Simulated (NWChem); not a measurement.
Program: NWChem. System: formic acid (CH$_{2}$O$_{2}$), charge 0, spin multiplicity 1, at a geometry optimised with PBE0/def2-SVP. Level: CCSD(T)/cc-pVDZ, 3 core orbitals frozen.

NWChem printed:

```
             Northwest Computational Chemistry Package (NWChem) 7.3.0
             --------------------------------------------------------

                                NWChem Input Module
                                -------------------

 Scaling coordinates for geometry "geometry" by  1.889725989
 (inverse scale =  0.529177249)

 Turning off AUTOSYM since
 SYMMETRY directive was detected!

                             Geometry "geometry" -> ""
                             -------------------------

 Output coordinates in angstroms (scale by  1.889725989 to convert to a.u.)

  No.       Tag          Charge          X              Y              Z
 ---- ---------------- ---------- -------------- -------------- --------------
    1 O                    8.0000     0.74412200     0.82757600     0.00000000
    2 C                    6.0000     0.17728400    -0.37762000     0.00000000
    3 O                    8.0000    -1.00064700    -0.58424800     0.00000000
    4 H                    1.0000     0.02446900     1.48056100     0.00000000
    5 H                    1.0000     0.96402500    -1.16146500     0.00000000

 Effective nuclear repulsion energy (a.u.)      70.5269706105

            Nuclear Dipole moment (a.u.)
            ----------------------------
        X                 Y               Z
 ---------------- ---------------- ----------------
    -0.0000037795     0.0000000000     0.0000000000

      Symmetry information
      --------------------

 Group name             Cs
 Group number              2
 Group order               2
 No. of unique centers     5

      Symmetry unique atoms

     1    2    3    4    5


 Summary of "ao basis" -> "" (spherical)
 ------------------------------------------------------------------------------
       Tag                 Description            Shells   Functions and Types
 ---------------- ------------------------------  ------  ---------------------
 *                          cc-pvdz                   on all atoms

 Summary of "ao basis" -> "ao basis" (spherical)
 ------------------------------------------------------------------------------
       Tag                 Description            Shells   Functions and Types
 ---------------- ------------------------------  ------  ---------------------
 O                          cc-pvdz                  6       14   3s2p1d
 C                          cc-pvdz                  6       14   3s2p1d
 H                          cc-pvdz                  3        5   2s1p
[...]
task       285 out of       300 done  95%  at       1.5 secs
task       300 out of       300 done 100%  at       1.5 secs
 commencing triples evaluation - blocking       1
 ccsd(t): done        1 out of       40 progress:    2.5%
 ccsd(t): done        2 out of       40 progress:    5.0%
 ccsd(t): done        3 out of       40 progress:    7.5%
 ccsd(t): done        4 out of       40 progress:   10.0%
 ccsd(t): done        5 out of       40 progress:   12.5%
 ccsd(t): done        6 out of       40 progress:   15.0%
 ccsd(t): done        7 out of       40 progress:   17.5%
 ccsd(t): done        8 out of       40 progress:   20.0%
 ccsd(t): done        9 out of       40 progress:   22.5%
 ccsd(t): done       10 out of       40 progress:   25.0%
 ccsd(t): done       11 out of       40 progress:   27.5%
 ccsd(t): done       12 out of       40 progress:   30.0%
 ccsd(t): done       13 out of       40 progress:   32.5%
 ccsd(t): done       14 out of       40 progress:   35.0%
 ccsd(t): done       15 out of       40 progress:   37.5%
 ccsd(t): done       16 out of       40 progress:   40.0%
 ccsd(t): done       17 out of       40 progress:   42.5%
 ccsd(t): done       18 out of       40 progress:   45.0%
 ccsd(t): done       19 out of       40 progress:   47.5%
 ccsd(t): done       20 out of       40 progress:   50.0%
 ccsd(t): done       21 out of       40 progress:   52.5%
 ccsd(t): done       22 out of       40 progress:   55.0%
 ccsd(t): done       23 out of       40 progress:   57.5%
 ccsd(t): done       24 out of       40 progress:   60.0%
 ccsd(t): done       25 out of       40 progress:   62.5%
 ccsd(t): done       26 out of       40 progress:   65.0%
 ccsd(t): done       27 out of       40 progress:   67.5%
 ccsd(t): done       28 out of       40 progress:   70.0%
 ccsd(t): done       29 out of       40 progress:   72.5%
 ccsd(t): done       30 out of       40 progress:   75.0%
 ccsd(t): done       31 out of       40 progress:   77.5%
 ccsd(t): done       32 out of       40 progress:   80.0%
 ccsd(t): done       33 out of       40 progress:   82.5%
 ccsd(t): done       34 out of       40 progress:   85.0%
 ccsd(t): done       35 out of       40 progress:   87.5%
 ccsd(t): done       36 out of       40 progress:   90.0%
 ccsd(t): done       37 out of       40 progress:   92.5%
 ccsd(t): done       38 out of       40 progress:   95.0%
 ccsd(t): done       39 out of       40 progress:   97.5%
 ccsd(t): done       40 out of       40 progress:  100.0%
 Time for integral evaluation pass     1        1.54
 Time for triples evaluation pass      1        0.73

 pseudo-e(mp4)  -0.16483554884925E-01
 pseudo-e(mp5)   0.14973917602163E-02
        e(t)    -0.14986163124709E-01

 --------------
 CCSD(T) Energy
 --------------
 Reference energy:                    -188.782096165514474

 CCSD corr. energy:                     -0.511120670447938
 T(CCSD) corr. energy:                  -0.016483554884925
 Total CCSD+T(CCSD) energy:           -189.309700390847325

 CCSD corr. energy:                     -0.511120670447938
 (T) corr. energy:                      -0.014986163124709
 Total CCSD(T) energy:                -189.308202999087115

 routine      calls  cpu(0)   cpu-min  cpu-ave  cpu-max   i/o
 aoccsd          1     0.01     0.01     0.01     0.01    0.00
 iterdrv         1     0.05     0.05     0.05     0.05    0.00
 pampt          13     0.09     0.09     0.09     0.09    0.00
 t2pm           13     0.12     0.12     0.12     0.12    0.00
 sxy            13     0.33     0.33     0.33     0.33    0.00
 ints      1169792    22.84    22.84    22.84    22.84    0.00
 t2eri        3900     3.69     3.69     3.69     3.69    0.00
 idx2         3900     0.69     0.69     0.69     0.69    0.00
 idx34          13     0.05     0.05     0.05     0.05    0.00
 ht2pm          13     0.14     0.14     0.14     0.14    0.00
 itm            13     0.68     0.68     0.68     0.68    0.00
 pdiis          13     0.03     0.03     0.03     0.03    0.00
 triples         1     0.00     0.00     0.00     0.00    0.00
 rdtrpo          1     0.01     0.01     0.01     0.01    0.00
 trpmos          1     1.54     1.54     1.54     1.54    0.00
 trpdrv          1     0.13     0.13     0.13     0.13    0.00
 dovvv       32400     0.25     0.25     0.25     0.25    0.00
 doooo       32400     0.07     0.07     0.07     0.07    0.00
 tengy       29160     0.25     0.25     0.25     0.25    0.00
 Total                30.99    30.99    30.99    30.99    0.00

 Task  times  cpu:       33.5s     wall:       33.5s

 Total times  cpu:       33.6s     wall:       33.6s
```

Question: Write an NWChem input that would produce this output.

Answer: Several could match; the one computed here: 
```
start mol
memory heap 100 mb stack 700 mb global 1900 mb
geometry units angstroms nocenter noautoz
  O      0.744122     0.827576     0.000000
  C      0.177284    -0.377620     0.000000
  O     -1.000647    -0.584248     0.000000
  H      0.024469     1.480561     0.000000
  H      0.964025    -1.161465     0.000000
  symmetry group Cs
end
basis spherical
  * library cc-pvdz
end
scf
  rhf
  nopen 0
  maxiter 100
  thresh 1e-7
  semidirect memsize 60000000 filesize 0
end
ccsd
  freeze core 3
  maxiter 60
end
task ccsd(t) energy
```
